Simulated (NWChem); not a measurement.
Everything below was run with NWChem. System: pyrrole (C$_{4}$H$_{5}$N), charge 0, spin multiplicity 1, at a geometry optimised with PBE0/def2-SVP. Level: BP86/def2-TZVP.

Job file:

```
start mol
memory heap 200 mb stack 900 mb global 1100 mb
geometry units angstroms nocenter noautoz
  C     -0.710776     0.000000     0.982879
  C      0.710776     0.000000     0.982879
  C      1.119209     0.000000    -0.334234
  N      0.000000     0.000000    -1.117173
  C     -1.119209     0.000000    -0.334234
  H     -1.365249     0.000000     1.852489
  H      1.365249     0.000000     1.852489
  H      2.115561     0.000000    -0.770792
  H      0.000000     0.000000    -2.126925
  H     -2.115561     0.000000    -0.770792
  symmetry group C2v
end
basis spherical
  * library def2-tzvp
end
dft
  xc becke88 perdew86
  semidirect memsize 60000000 filesize 0
  iterations 100
end
task dft energy
```

Output (cleaned and shortened):

```
             Northwest Computational Chemistry Package (NWChem) 7.3.0
             --------------------------------------------------------

                                NWChem Input Module
                                -------------------

 Scaling coordinates for geometry "geometry" by  1.889725989
 (inverse scale =  0.529177249)

 Turning off AUTOSYM since
 SYMMETRY directive was detected!

                             Geometry "geometry" -> ""
                             -------------------------

 Output coordinates in angstroms (scale by  1.889725989 to convert to a.u.)

  No.       Tag          Charge          X              Y              Z
 ---- ---------------- ---------- -------------- -------------- --------------
    1 C                    6.0000    -0.71077600     0.00000000     0.98287900
    2 C                    6.0000     0.71077600     0.00000000     0.98287900
    3 C                    6.0000     1.11920900     0.00000000    -0.33423400
    4 N                    7.0000     0.00000000     0.00000000    -1.11717300
    5 C                    6.0000    -1.11920900     0.00000000    -0.33423400
    6 H                    1.0000    -1.36524900     0.00000000     1.85248900
    7 H                    1.0000     1.36524900     0.00000000     1.85248900
    8 H                    1.0000     2.11556100     0.00000000    -0.77079200
    9 H                    1.0000     0.00000000     0.00000000    -2.12692500
   10 H                    1.0000    -2.11556100     0.00000000    -0.77079200

 Effective nuclear repulsion energy (a.u.)     161.0200358869

            Nuclear Dipole moment (a.u.)
            ----------------------------
        X                 Y               Z
 ---------------- ---------------- ----------------
     0.0000000000     0.0000000000    -0.0000037795

      Symmetry information
      --------------------

 Group name             C2v
 Group number             16
 Group order               4
 No. of unique centers     6

      Symmetry unique atoms

     1    3    4    6    8    9


 Summary of "ao basis" -> "" (spherical)
 ------------------------------------------------------------------------------
       Tag                 Description            Shells   Functions and Types
 ---------------- ------------------------------  ------  ---------------------
 *                         def2-tzvp                  on all atoms

  perdew86 is a nonlocal functional; adding perdew81 local functional.

                                 NWChem DFT Module
                                 -----------------

 Summary of "ao basis" -> "ao basis" (spherical)
 ------------------------------------------------------------------------------
       Tag                 Description            Shells   Functions and Types
 ---------------- ------------------------------  ------  ---------------------
 C                         def2-tzvp                11       31   5s3p2d1f
 N                         def2-tzvp                11       31   5s3p2d1f
 H                         def2-tzvp                 4        6   3s1p

 Summary of "ao basis" -> "ao basis" (spherical)
 ------------------------------------------------------------------------------
       Tag                 Description            Shells   Functions and Types
 ---------------- ------------------------------  ------  ---------------------
 C                         def2-tzvp                11       31   5s3p2d1f
 N                         def2-tzvp                11       31   5s3p2d1f
 H                         def2-tzvp                 4        6   3s1p

      Symmetry analysis of basis
      --------------------------

        a1         70
        a2         25
        b1         60
        b2         30

            General Information
            -------------------
          SCF calculation type: DFT
          Wavefunction type:  closed shell.
          No. of atoms     :    10
          No. of electrons :    36
           Alpha electrons :    18
            Beta electrons :    18
          Charge           :     0
          Spin multiplicity:     1
          Use of symmetry is: on ; symmetry adaption is: on
          Maximum number of iterations: 100
          AO basis - number of functions:   185
                     number of shells:    75
          Convergence on energy requested:  1.00D-06
          Convergence on density requested:  1.00D-05
          Convergence on gradient requested:  5.00D-04

              XC Information
              --------------
                    Becke 1988 Exchange Functional  1.000
                Perdew 1981 Correlation Functional  1.000 local
                Perdew 1986 Correlation Functional  1.000 non-local

             Grid Information
             ----------------
          Grid used for XC integration:  medium
          Radial quadrature: Mura-Knowles
          Angular quadrature: Lebedev.
          Tag              B.-S. Rad. Rad. Pts. Rad. Cut. Ang. Pts.
          ---              ---------- --------- --------- ---------
          C                   0.70       49          10.0       434
          N                   0.65       49          10.0       434
          H                   0.35       45          12.0       434
          Grid pruning is: on
          Number of quadrature shells:   282
          Spatial weights used:  Erf1

          Convergence Information
          -----------------------
          Convergence aids based upon iterative change in
          total energy or number of iterations.
          Levelshifting, if invoked, occurs when the
          HOMO/LUMO gap drops below (HL_TOL):  1.00D-02
          DIIS, if invoked, will attempt to extrapolate
          using up to (NFOCK): 10 stored Fock matrices.

                    Damping( 0%)  Levelshifting(0.5)       DIIS
                  --------------- ------------------- ---------------
          dE  on:    start            ASAP                start
          dE off:    2 iters        100 iters           100 iters

      Screening Tolerance Information
      -------------------------------
          Density screening/tol_rho:  1.00D-10
          AO Gaussian exp screening on grid/accAOfunc:  14
          CD Gaussian exp screening on grid/accCDfunc:  20
          XC Gaussian exp screening on grid/accXCfunc:  20
          Schwarz screening/accCoul:  1.00D-08

      Superposition of Atomic Density Guess
      -------------------------------------

 Sum of atomic energies:        -207.49591062

      Non-variational initial energy
      ------------------------------

 Total energy =    -211.125087
 1-e energy   =    -596.708551
 2-e energy   =     224.563428
 HOMO         =      -0.463217
 LUMO         =      -0.306829

      Symmetry analysis of molecular orbitals - initial
      -------------------------------------------------

  Numbering of irreducible representations:

     1 a1          2 a2          3 b1          4 b2

  Orbital symmetries:

     1 b1          2 a1          3 a1          4 b1          5 a1
     6 b1          7 a1          8 a1          9 b1         10 b1
    11 a1         12 b1         13 a1         14 b2         15 a1
    16 b1         17 b1         18 a1         19 b2         20 a2
    21 b2         22 a2         23 a1         24 b1         25 a1
    26 a1         27 b1         28 a1

------------------------------------------------------------
EAF file 0: "./mol.aoints.0" size=524288 bytes
------------------------------------------------------------
               write      read    awrite     aread      wait
               -----      ----    ------     -----      ----
     calls:        1         0         0         0         0
   data(b): 5.24e+05  0.00e+00  0.00e+00  0.00e+00
   time(s): 0.00e+00  0.00e+00  0.00e+00  0.00e+00  0.00e+00
rate(mb/s): 0.00e+00  0.00e+00
------------------------------------------------------------

 Grid integrated density:      35.999872496678
 Requested integration accuracy:   0.10E-05

   convergence    iter        energy       DeltaE   RMS-Dens  Diis-err    time
 ---------------- ----- ----------------- --------- --------- ---------  ------
 d= 0,ls=0.0,diis     1   -202.7177843650 -3.64D+02  1.84D+02  2.53D+01     4.7
 d= 0,ls=0.0,diis     2   -208.9364376796 -6.22D+00  1.96D-02  1.03D+01     5.3
 d= 0,ls=0.0,diis     3   -209.2319686984 -2.96D-01  1.61D-02  8.12D+00     5.9
 d= 0,ls=0.0,diis     4   -210.0797249701 -8.48D-01  4.79D-03  1.31D+00     6.5
 d= 0,ls=0.0,diis     5   -210.2311653091 -1.51D-01  1.31D-03  1.42D-01     7.2
  Resetting Diis
 d= 0,ls=0.0,diis     6   -210.2477985577 -1.66D-02  3.65D-04  1.62D-02     7.8
 d= 0,ls=0.0,diis     7   -210.2494618443 -1.66D-03  2.85D-04  1.88D-03     8.4
 d= 0,ls=0.0,diis     8   -210.2488867632  5.75D-04  2.01D-04  6.64D-03     9.0
 d= 0,ls=0.0,diis     9   -210.2496612025 -7.74D-04  3.63D-05  1.02D-04     9.6
 d= 0,ls=0.0,diis    10   -210.2496728767 -1.17D-05  8.88D-06  1.16D-05    10.3
 d= 0,ls=0.0,diis    11   -210.2496742013 -1.32D-06  1.99D-06  3.55D-07    10.9
 d= 0,ls=0.0,diis    12   -210.2496742491 -4.77D-08  4.22D-07  1.40D-08    11.5

         Total DFT energy =     -210.249674249071
      One electron energy =     -601.392215199485
           Coulomb energy =      260.637997639171
    Exchange-Corr. energy =      -30.515492575669
 Nuclear repulsion energy =      161.020035886912

 Numeric. integr. density =       35.999987194853

     Total iterative time =     10.7s

                  Occupations of the irreducible representations
                  ----------------------------------------------

                     irrep           alpha         beta
                     --------     --------     --------
                     a1                9.0          9.0
                     a2                1.0          1.0
                     b1                6.0          6.0
                     b2                2.0          2.0

                       DFT Final Molecular Orbital Analysis
                       ------------------------------------

 Vector   16  Occ=2.000000D+00  E=-3.314308D-01  Symmetry=a1
              MO Center=  1.3D-15,  1.3D-16,  6.1D-01, r^2= 2.6D+00
   Bfn.  Coefficient  Atom+Function         Bfn.  Coefficient  Atom+Function
  ----- ------------  ---------------      ----- ------------  ---------------
     6      0.283735   1 C  px               37     -0.283735   2 C  px
     9      0.194602   1 C  px               40     -0.194602   2 C  px
    70     -0.136946   3 C  pz              132     -0.136946   5 C  pz
   169      0.112645   8 H  s               181      0.112645  10 H  s
   157     -0.103690   6 H  s               163     -0.103690   7 H  s

 Vector   17  Occ=2.000000D+00  E=-2.182995D-01  Symmetry=b2
              MO Center= -2.1D-14, -4.6D-16,  3.2D-01, r^2= 2.4D+00
   Bfn.  Coefficient  Atom+Function         Bfn.  Coefficient  Atom+Function
  ----- ------------  ---------------      ----- ------------  ---------------
   100     -0.271866   4 N  py                7      0.247640   1 C  py
    38      0.247640   2 C  py              103     -0.233625   4 N  py
   106     -0.214592   4 N  py               10      0.212490   1 C  py
    41      0.212490   2 C  py               13      0.143075   1 C  py
    44      0.143075   2 C  py               72      0.027440   3 C  py

 Vector   18  Occ=2.000000D+00  E=-1.900893D-01  Symmetry=a2
              MO Center= -5.7D-15, -4.0D-16, -1.2D-02, r^2= 2.6D+00
   Bfn.  Coefficient  Atom+Function         Bfn.  Coefficient  Atom+Function
  ----- ------------  ---------------      ----- ------------  ---------------
    69      0.274872   3 C  py              131     -0.274872   5 C  py
    72      0.238991   3 C  py              134     -0.238991   5 C  py
    75      0.194999   3 C  py              137     -0.194999   5 C  py
     7     -0.156189   1 C  py               38      0.156189   2 C  py
    10     -0.136158   1 C  py               41      0.136158   2 C  py

 Vector   19  Occ=0.000000D+00  E=-7.991885D-04  Symmetry=b2
              MO Center=  9.7D-14, -8.0D-16, -2.4D-01, r^2= 3.1D+00
   Bfn.  Coefficient  Atom+Function         Bfn.  Coefficient  Atom+Function
  ----- ------------  ---------------      ----- ------------  ---------------
    75      0.498196   3 C  py              137      0.498196   5 C  py
   106     -0.482951   4 N  py              100     -0.269884   4 N  py
    69      0.260078   3 C  py              131      0.260078   5 C  py
    13     -0.252877   1 C  py               44     -0.252877   2 C  py
    72      0.252580   3 C  py              134      0.252580   5 C  py

 Vector   20  Occ=0.000000D+00  E= 1.508208D-02  Symmetry=a1
              MO Center= -7.4D-14, -1.5D-15, -2.0D+00, r^2= 5.0D+00
   Bfn.  Coefficient  Atom+Function         Bfn.  Coefficient  Atom+Function
  ----- ------------  ---------------      ----- ------------  ---------------
   176     -1.630801   9 H  s                98      1.507528   4 N  s
   170     -0.726871   8 H  s               182     -0.726871  10 H  s
   107     -0.569980   4 N  pz               74      0.421406   3 C  px
   136     -0.421406   5 C  px               67      0.307187   3 C  s
   129      0.307187   5 C  s               158     -0.245094   6 H  s

 Vector   21  Occ=0.000000D+00  E= 3.597336D-02  Symmetry=a2
              MO Center= -7.1D-14,  2.3D-15,  6.2D-01, r^2= 3.2D+00
   Bfn.  Coefficient  Atom+Function         Bfn.  Coefficient  Atom+Function
  ----- ------------  ---------------      ----- ------------  ---------------
    13      0.741325   1 C  py               44     -0.741325   2 C  py
    75      0.459221   3 C  py              137     -0.459221   5 C  py
     7      0.289794   1 C  py               38     -0.289794   2 C  py
    10      0.242564   1 C  py               41     -0.242564   2 C  py
    69      0.170633   3 C  py              131     -0.170633   5 C  py

 center of mass
 --------------
 x =   0.00000000 y =   0.00000000 z =  -0.00111670

 moments of inertia (a.u.)
 ------------------
         200.040573607934           0.000000000000           0.000000000000
           0.000000000000         396.328305109815           0.000000000000
           0.000000000000           0.000000000000         196.287731501881

     Multipole analysis of the density
     ---------------------------------

     L   x y z        total         alpha         beta         nuclear
     -   - - -        -----         -----         ----         -------
     0   0 0 0     -0.000000    -18.000000    -18.000000     36.000000

     1   1 0 0      0.000000      0.000000      0.000000      0.000000
     1   0 1 0     -0.000000     -0.000000     -0.000000      0.000000
     1   0 0 1     -0.768147     -0.384072     -0.384072     -0.000004

     2   2 0 0    -20.217381    -70.411436    -70.411436    120.605491
     2   1 1 0      0.000000      0.000000      0.000000      0.000000
     2   1 0 1      0.000000      0.000000      0.000000      0.000000
     2   0 2 0    -25.268685    -12.634343    -12.634343      0.000000
     2   0 1 1      0.000000      0.000000      0.000000      0.000000
     2   0 0 2    -17.654653    -69.973182    -69.973182    122.291712

 Task  times  cpu:       11.6s     wall:       11.6s

 Total times  cpu:       11.6s     wall:       11.6s
```
